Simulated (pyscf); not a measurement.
`[CH3][NH2]` + `[CH3]` [doublet] → `[CH3][NH]` [doublet] + `[CH4]`, a hydrogen abstraction (doublet surface; H–N broken, C–H formed). Optimised with ωB97X-D3(BJ)/def2-SVP in PySCF. Correlated levels are frozen-core, on RHF or UHF. ΔMP2 is the change of the MP2 total energy from the triple- to the quadruple-zeta basis. Energies in kcal/mol from the separated reactants.

GFN2-xTB: tblite. Open shells are spin-unrestricted. 

Task: In single points GFN2-xTB puts the saddle at -4.0 kcal/mol and the reaction energy at -9.8 kcal/mol. Should these be trusted to within a few kcal/mol? Compare with CCSD(T)/def2-TZVPP + ΔMP2(QZVPP).

Result: CCSD(T)/def2-TZVPP + ΔMP2(QZVPP) gives ΔE‡ = 13.4 kcal/mol and ΔE = -4.8 kcal/mol. GFN2-xTB lies 17.4 kcal/mol under it in the barrier and 5.0 kcal/mol under it in the reaction energy, so on this step it does not hold to within 3.0 kcal/mol. At GFN2-xTB this geometry lies under one side, so its ΔE‡ may be no barrier of that level. CCSD(T)/def2-TZVPP + ΔMP2(QZVPP) has limits of its own. H₃C–NH• lies 7.3 kcal/mol over its isomer •H₂C–NH₂ (electronic energy, ωB97M-D3(BJ)/def2-TZVP). This is the saddle that the search found; another between the same sides may lie lower. The angle at the transferred H is 165°. The CCSD(T) − MP2 part came from Ansatz, without density fitting, on the same reference.
